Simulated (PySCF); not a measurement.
Mapped SMILES: `[CH2:1]=[CH:2][C:3](=[O:4])[F:5]`. Each H is labelled by its parent atom. Ha(C1) is cis to C3; Hb(C1) is trans to C3.

Geometry: PBE0-D3(BJ)/def2-SVP; GIAO shifts from PySCF 2.14, gas phase, non-relativistic, averaged over equivalent atoms.

At PBE0/pcSseg-0 (51 basis functions, 2.8 s wall time on 1 thread of an Arm Neoverse V1, shared host):
```tsv
atoms	δ (ppm)
C3	178.1
C1	156.2
C2	139.0
O4	473.3
F5	53.2
Ha(C1)	7.69
Hb(C1)	6.89
H(C2)	6.30
```

References, each an isolated molecule treated in the same way: ¹³C (σ = 193.52 ppm) and ¹H (σ = 32.83 ppm) against TMS; ¹⁷O (σ = 337.86 ppm) vs H2O; ¹⁹F (σ = 178.37 ppm) against CFCl3.

Task: Estimate the result of repeating the calculation with PBE0/IGLO-III.

Result: 
```
 atoms  δ at PBE0/IGLO-III  change
    C3               165.5   -12.6
    C1               151.5    -4.7
    C2               134.4    -4.6
    O4               411.3   -62.0
    F5                37.2   -16.0
Ha(C1)                7.23   -0.46
Hb(C1)                6.41   -0.48
 H(C2)                6.34   +0.04
```

Referencing at the same level of theory: TMS for ¹³C (σ = 183.78 ppm), ¹H (σ = 31.37 ppm); ¹⁷O (σ = 327.19 ppm) vs H2O; ¹⁹F (σ = 174.63 ppm) vs CFCl3.

The largest change is at O4 (carbonyl oxygen). Cost: 205 basis functions, 13 s wall time on 1 thread of an Arm Neoverse V1, shared host. The order of the carbon signals is the same at both levels.

Unscaled 19F shifts against computed CFCl3 carry errors that often reach 10 to 50 ppm. Unscaled 17O shifts of doubly bonded oxygen tend to come out too high, by tens of ppm or more. Experimental scales use liquid or dissolved standards, which lie at an offset from isolated H2O (liquid H2O: subtract about 36 ppm).
